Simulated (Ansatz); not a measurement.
One change: `ClCCCCl` becomes `FCCCCl`.

Ansatz, PBE0-D4/def2-TZVP geometries, multiplicity 1. Each molecule was computed in one conformer, which needn't be the lowest.

| property | `ClCCCCl` |
| --- | --- |
| HOMO energy (ωB97M-V/def2-TZVPP) / eV | -10.59 |
| HOMO–LUMO gap (PBE/def2-TZVPP) / eV | 6.39 |
| HOMO–LUMO gap (PBE0/def2-TZVPP) / eV | 8.82 |
| LUMO energy (PBE0/def2-TZVPP) / eV | 0.51 |
| LUMO energy (ωB97M-V/def2-TZVPP) / eV | 2.25 |
| HOMO energy (PBE0/def2-TZVPP) / eV | -8.31 |

(1) What does the change do to each property? (Estimate.)

Results:

(1) The calculation gave: 
```csv
property,`FCCCCl`,shift
HOMO energy (ωB97M-V/def2-TZVPP) / eV,-10.76,-0.17
HOMO–LUMO gap (PBE/def2-TZVPP) / eV,6.77,0.38
HOMO–LUMO gap (PBE0/def2-TZVPP) / eV,9.32,0.50
LUMO energy (PBE0/def2-TZVPP) / eV,0.89,0.38
LUMO energy (ωB97M-V/def2-TZVPP) / eV,2.64,0.39
HOMO energy (PBE0/def2-TZVPP) / eV,-8.44,-0.13
```

With PBE0 the HOMO falls by 0.13 eV and the LUMO rises by 0.38 eV, so the gap widens by about 0.51 eV. PBE moves the HOMO by -0.10 eV and ωB97M-V by -0.17 eV.
